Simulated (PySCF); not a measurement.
# SiF2: relaxation and vibrations of the singlet

Where does singlet SiF2 go from a linear start, is the end point a minimum, and what are its modes, charges and moments?

Program: PySCF 2.14.0. Level of theory: B3LYP, basis Si def2-TZVP, F def2-TZVP, no relativity, density fitting. These are calculated values, not measurements.

**1. Starting geometry**

3 atoms, charge 0, spin multiplicity 1.

Bond lengths: Si1–F2 1.800 Å, Si1–F3 1.800 Å. Angles: F2–Si1–F3 180.0°.

Coordinates in bohr (charge 0 multiplicity 1):
```
Si    0.0000    0.0000    0.0000
F     0.0000    0.0000    3.4015
F     0.0000    0.0000   -3.4015
```

**2. Finding the electronic state**

One driver script runs all steps and calls PySCF; scf.py shows how it sets up the SCF of each step. The optimiser is the driver's own. After this first run the driver tries any further starts and a stability analysis.

File scf.py:

```python
from pyscf import gto, scf, dft
mol = gto.M(atom='''
Si     0.000000     0.000000     0.000000
F      0.000000     0.000000     1.800000
F      0.000000     0.000000    -1.800000''',
    basis={'Si': 'def2-TZVP', 'F': 'def2-TZVP'},
    charge=0, spin=0)
mf = dft.RKS(mol, xc='B3LYP')
mf.grids.atom_grid = (50, 194)
aux = {'Si': 'def2-universal-JKFIT', 'F': 'def2-universal-JKFIT'}
mf = mf.density_fit(auxbasis=aux)
mf.conv_tol = 1e-08
mf.diis_space = 10
mf.max_cycle = 60
mf.init_guess = 'minao'
mf.verbose = 4
mf.kernel()
```

Launch:

```
OMP_NUM_THREADS=2 python axn.py task.json out
```

Log:

```text
init E= -489.181733247969
  HOMO = -0.278201570750397  LUMO = -0.102802352662827  gap/eV = 4.77286
cycle= 1 E= -489.1431455492  delta_E= 0.0386  |g|= 0.972  |ddm|= 1.43
  HOMO = -0.194572832726789  LUMO = -0.10841100868594  gap/eV = 2.34458
cycle= 2 E= -487.738963860013  delta_E=  1.4  |g|= 2.97  |ddm|= 1.76
  HOMO = -0.291051869216837  LUMO = -0.118447232161265  gap/eV = 4.69681
cycle= 3 E= -489.316207792133  delta_E= -1.58  |g|= 0.0434  |ddm|= 1.33
  HOMO = -0.294659394490225  LUMO = -0.12319107589066  gap/eV = 4.66589
cycle= 4 E= -489.316571697655  delta_E= -0.000364  |g|= 0.0306  |ddm|= 0.106
  HOMO = -0.292949220797347  LUMO = -0.119984921227637  gap/eV = 4.70660
cycle= 5 E= -489.316758631437  delta_E= -0.000187  |g|= 0.00373  |ddm|= 0.0221
  HOMO = -0.293341396663614  LUMO = -0.120178232096046  gap/eV = 4.71201
cycle= 6 E= -489.316760863727  delta_E= -2.23e-06  |g|= 0.00043  |ddm|= 0.00264
  HOMO = -0.293296469144941  LUMO = -0.120125874134509  gap/eV = 4.71221
cycle= 7 E= -489.316760897985  delta_E= -3.43e-08  |g|= 5.72e-05  |ddm|= 0.000414
  HOMO = -0.293303107161918  LUMO = -0.120132821721976  gap/eV = 4.71220
cycle= 8 E= -489.316760898278  delta_E= -2.93e-10  |g|= 2.16e-05  |ddm|= 8.8e-05
  HOMO = -0.293299767068632  LUMO = -0.120132056569309  gap/eV = 4.71213
Extra cycle  E= -489.316760898065  delta_E= 2.13e-10  |g|= 4.29e-05  |ddm|= 2.69e-05
converged SCF energy = -489.316760898065
```

This step, with its further starts and checks, ran for 6.3 s (2 threads of Arm Neoverse V2, shared host).

The starts that the driver tried:

```csv
start,energy (Eh)
the minimal-basis guess,-489.316761
a thermally smeared density,-489.316761
a smeared PBE density,-489.316761
```

No lower closed-shell solution turned up from the other starts or in the test of internal stability.

**3. Relaxation: linear start, singlet**

The program finds D∞h symmetry in the start, which this walk keeps. The walk stops when the largest gradient is under 0.0003 Eh/bohr and the energy has settled too.

Edit scf.py of step 2 so:

```diff
@@ -15 +14,0 @@
-mf.init_guess = 'minao'
```

The optimiser's trace:

```csv
step,energy (Eh),change (kJ/mol),largest symmetric gradient (Eh/bohr)
0,-489.316761,0.00,0.04679
1,-489.331642,-39.07,0.01323
2,-489.332269,-40.72,0.00724
3,-489.332477,-41.26,0.00063
4,-489.332479,-41.27,0.00003
```

The walk took 3.7 s.

It settles in D∞h symmetry, 41.3 kJ/mol below the start, after 4 steps: Si–F 1.644 Å (×2); F–Si–F 180.0°.

**4. Vibrations and properties at this point**

The point is checked on the finer grid, and tightened if its gradient asks for it. The Hessian and the dipole derivatives come from central differences of analytic gradients, with steps of 0.02 bohr.

Edit scf.py of step 3 so:

```diff
@@ -3,3 +3,3 @@
-Si     0.000000     0.000000     0.000000
-F      0.000000     0.000000     1.800000
-F      0.000000     0.000000    -1.800000''',
+Si     0.000000     0.000000    -0.000000
+F      0.000000     0.000000     1.643902
+F     -0.000000     0.000000    -1.643902''',
@@ -9 +9 @@
-mf.grids.atom_grid = (50, 194)
+mf.grids.atom_grid = (75, 302)
@@ -12 +12 @@
-mf.conv_tol = 1e-08
+mf.conv_tol = 1e-10
```

The driver hands on the density of the step before, so the log starts near convergence.

Log of the central SCF (cycles and frontier levels):

```text
init E= -489.33240375087
  HOMO = -0.265824772542224  LUMO = -0.0927434368169934  gap/eV = 4.70978
cycle= 1 E= -489.33240375087  delta_E= -4.55e-13  |g|= 1.57e-06  |ddm|= 1.42e-06
  HOMO = -0.265824935501378  LUMO = -0.0927435084997272  gap/eV = 4.70979
Extra cycle  E= -489.33240375087  delta_E= 7.96e-13  |g|= 2.93e-06  |ddm|= 2.02e-06
converged SCF energy = -489.33240375087
```

The whole step took 10 s.

Geometry: D∞h; Si–F 1.644 Å (×2); F–Si–F 180.0°.

Harmonic modes (main isotopes):

| symmetry | ω (cm⁻¹) | IR (km/mol) | type |
| --- | --- | --- | --- |
| πu | 320i | 6.0 | bend |
| σg+ | 571 | 0.0 | stretch |
| σu+ | 823 | 426 | stretch |

With 2 modes imaginary (up to 320i cm⁻¹) this point is a saddle.

Properties at this point:

* Dipole moment: 0.00 D
* Highest occupied level: -7.23 eV
* Lowest empty level: -2.52 eV
* Rotational constants: 0.1642 cm⁻¹
* Zero-point energy (real modes): 8.3 kJ/mol
* Principal polarisabilities: 31.1, 31.1, 31.2 bohr³
* Atomisation energy without zero-point energy: 1050 kJ/mol
* Principal traceless quadrupole moments about the centre of mass: -8.31, 4.16, 4.16 D Å

Charges (e) and bond orders:

| atom | Mulliken | Löwdin | polar tensor | Mayer order to Si1 |
| --- | --- | --- | --- | --- |
| Si1 | 0.46 | 0.16 | 0.74 | – |
| F2,3 | -0.23 | -0.08 | -0.37 | 1.03 |

Mulliken populations on Si1: s 6.15, p 6.84, d 0.46, f 0.08.

**5. Downhill along the imaginary mode**

The atoms are moved a little along the softest imaginary mode and relaxed again.

The program finds C2v symmetry in the start, which this walk keeps. The walk stops when the largest gradient is under 0.0003 Eh/bohr and the energy has settled too.

Edit scf.py of step 4 so:

```diff
@@ -3,3 +3,3 @@
-Si     0.000000     0.000000    -0.000000
-F      0.000000     0.000000     1.643902
-F     -0.000000     0.000000    -1.643902''',
+Si     0.008770    -0.119679     0.000000
+F     -0.006457     0.088119     1.643902
+F     -0.006457     0.088119    -1.643902''',
@@ -9 +9 @@
-mf.grids.atom_grid = (75, 302)
+mf.grids.atom_grid = (50, 194)
@@ -12 +12 @@
-mf.conv_tol = 1e-10
+mf.conv_tol = 1e-08
```

Steps of the walk:

```csv
step,energy (Eh),change (kJ/mol),largest symmetric gradient (Eh/bohr)
0,-489.336789,0.00,0.02040
1,-489.348205,-29.97,0.03180
2,-489.366826,-78.86,0.03583
3,-489.377108,-105.86,0.06292
4,-489.391267,-143.03,0.02947
5,-489.396306,-156.26,0.02323
6,-489.397123,-158.41,0.00470
7,-489.397160,-158.50,0.00024
8,-489.397160,-158.50,0.00004
```

The walk took 7.1 s.

Positions (Å) and forces (eV/Å) along the way:

```
step 0
Si   0.009  -0.120   0.000   0.075  -1.049   0.000
F   -0.006   0.088   1.644  -0.037   0.524  -0.440
F   -0.006   0.088  -1.644  -0.037   0.524   0.440
step 1
Si   0.018  -0.246   0.000   0.115  -1.636   0.000
F   -0.011   0.151   1.605  -0.058   0.818  -0.739
F   -0.011   0.151  -1.605  -0.058   0.818   0.739
step 4
Si   0.045  -0.620   0.000  -0.042   0.894   0.000
F   -0.025   0.338   1.358   0.021  -0.447  -1.516
F   -0.025   0.338  -1.358   0.021  -0.447   1.516
step 8
Si   0.049  -0.665   0.000  -0.015  -0.002   0.000
F   -0.026   0.361   1.238   0.007   0.001   0.002
F   -0.026   0.361  -1.238   0.007   0.001  -0.002
```

After 8 steps and 158.5 kJ/mol it ends at C2v: Si–F 1.609 Å (×2); F–Si–F 100.6°.

**6. Hessian and properties**

As before: finer grid, then central differences.

Edit scf.py of step 5 so:

```diff
@@ -3,3 +3,3 @@
-Si     0.008770    -0.119679     0.000000
-F     -0.006457     0.088119     1.643902
-F     -0.006457     0.088119    -1.643902''',
+Si     0.043153    -0.588912     0.000000
+F     -0.031800     0.433974     1.239826
+F     -0.031800     0.433974    -1.239826''',
@@ -9 +9 @@
-mf.grids.atom_grid = (50, 194)
+mf.grids.atom_grid = (75, 302)
@@ -12 +12 @@
-mf.conv_tol = 1e-08
+mf.conv_tol = 1e-10
```

Log of the central SCF (cycles and frontier levels):

```text
init E= -489.397133135285
  HOMO = -0.299553560675712  LUMO = -0.0872889817942948  gap/eV = 5.77601
cycle= 1 E= -489.397133135287  delta_E= -1.25e-12  |g|= 2.57e-06  |ddm|= 1.68e-06
  HOMO = -0.299553526761912  LUMO = -0.0872889719925922  gap/eV = 5.77601
Extra cycle  E= -489.397133135284  delta_E= 2.73e-12  |g|= 4.41e-06  |ddm|= 2.69e-06
converged SCF energy = -489.397133135284
```

The whole step ran for 14 s (2 threads of Arm Neoverse V2, shared host).

Geometry: C2v; Si–F 1.609 Å (×2); F–Si–F 100.8°.

Modes, for the most abundant isotopes:

```json
{"symmetry": "a1", "ω (cm⁻¹)": "332", "IR (km/mol)": "17.1", "μ (u)": "20.30", "type": "bend"}
{"symmetry": "a1", "ω (cm⁻¹)": "838", "IR (km/mol)": "131", "μ (u)": "21.61", "type": "stretch"}
{"symmetry": "b2", "ω (cm⁻¹)": "853", "IR (km/mol)": "174", "μ (u)": "22.18", "type": "stretch"}
```

No imaginary mode, so this is a minimum.

Properties at this point:

| Quantity | Value |
| --- | --- |
| Dipole moment | 1.21 D |
| Highest occupied level | -8.15 eV |
| Lowest empty level | -2.38 eV |
| Rotational constants | 0.9946, 0.2886, 0.2237 cm⁻¹ |
| Zero-point energy | 12.1 kJ/mol |
| Principal polarisabilities | 24.6, 26.5, 27.7 bohr³ |
| Atomisation energy without zero-point energy | 1220 kJ/mol |
| Principal traceless quadrupole moments about the centre of mass | -3.38, -0.92, 4.30 D Å |
| Entropy at 298.15 K and 1 bar | 257.2 J/(mol K) |
| Heat capacity Cp at 298.15 K | 44.8 J/(mol K) |
| Enthalpy at 298.15 K above 0 K | 11.27 kJ/mol |
| Rotational symmetry number | 2 |

Populations by atom (charges in e):

```
atom  Mulliken  Löwdin  polar tensor  Mayer order to Si1
 Si1      0.56    0.05          1.10                   –
F2,3     -0.28   -0.02         -0.55                1.07
```

Mulliken populations on Si1: s 5.89, p 7.09, d 0.37, f 0.09.

**7. Stability of the closed shell**

At the lowest minimum the closed shell is tested against spin polarisation, on the (50, 194) grid. It is stable.

**8. All stationary points**

| spin | group | bonds | imaginary modes (cm⁻¹) | ΔE (kJ/mol) | with zero-point energy |
| --- | --- | --- | --- | --- | --- |
| singlet | C2v | Si–F 1.609 Å (×2) | none | 0.0 | 0.0 |
| singlet | D∞h | Si–F 1.644 Å (×2) | 320i, 320i | 169.9 | – |

**9. Results**

| quantity | value |
| --- | --- |
| minimum | singlet, C2v |
| geometry | Si–F 1.609 Å (×2); F–Si–F 100.8° |
| wavenumbers (cm⁻¹) | 332 (a1), 838 (a1), 853 (b2) |
| dipole moment | 1.21 D |
| highest occupied, lowest empty level | -8.15, -2.38 eV |
| polar-tensor charge of Si1 | +1.10 e |
| zero-point energy | 12.1 kJ/mol |
| entropy at 298.15 K | 257.2 J/(mol K) |
| atomisation energy (no zero-point energy) | 1220 kJ/mol |

What this shows: The linear start (D∞h) ends in a minimum of C2v symmetry, after a stop at a second-order saddle point 169.9 kJ/mol higher, from which it was pushed off along an imaginary mode. The strongest infrared band lies at 853 cm⁻¹ (b2, stretch). Other starts or spin states, not run here, may lie lower.

The search up to here took 44 s.
